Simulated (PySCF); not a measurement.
# LiF−: from the state search to spectroscopic constants

The task here is to estimate one member of a computed series from the others.

Program: PySCF 2.14.0. Level of theory: Li aug-cc-pVDZ, F aug-cc-pVDZ, no relativity. These are calculated values, not measurements.

2 further runs of the same task are left out: 2 set aside as unsound or not needed.

The first run:

Settings of the job:

```
atoms                         : Li, F
charge                        : -1
basis                         : Li aug-cc-pVDZ, F aug-cc-pVDZ
Hamiltonian                   : no relativity
basis functions               : 46
electrons treated             : 13
masses in u                   : 7.0160, 18.9984
levels                        : PBE0, PBE, r²SCAN, TPSS, B97-3, CAM-B3LYP, HF, MP2, SCS-MP2, CCSD, CCSD(T)
grid                          : 80 radial by 434 angular points
occupations                   : held fixed by the projection of orbital angular momentum
dissociation limit            : Li + F−, each in its ground configuration
starting distance in angstrom : 2.000
values of 2S to try           : 1, 3
```

The run is started by

```bash
$ OMP_NUM_THREADS=1 python dia.py task.json out
```

Steps of the session up to this table: The job; First curve: PBE0; PBE (GGA); r²SCAN (meta-GGA); TPSS (meta-GGA); B97-3 (global hybrid GGA); CAM-B3LYP (range-separated hybrid); UHF (mean field); MP2 and coupled cluster.

One of the session's tables, all rows but one given; the rest of the session is left out.

Differences from CCSD(T) in the same basis:

```
      level  Re (mÅ)  ωe (%)
        UHF       +7    -5.3
    UHF-MP2      +11    -3.0
UHF-SCS-MP2       +3    -0.7
   UHF-CCSD        ?       ?
        PBE      +37   -12.8
       TPSS      +32   -12.2
     r²SCAN      +29   -10.3
       PBE0      +20    -9.4
      B97-3      +22    -9.6
  CAM-B3LYP      +16    -8.8
```

**Question.** Estimate the row for UHF-CCSD.

The run gave: Re (mÅ): -3; ωe (%): +1.0. In the column «Re (mÅ)» it is the lowest.

Caveats from the session: At some levels the lowest empty orbital lies below the highest filled one (the two can be of opposite spin).
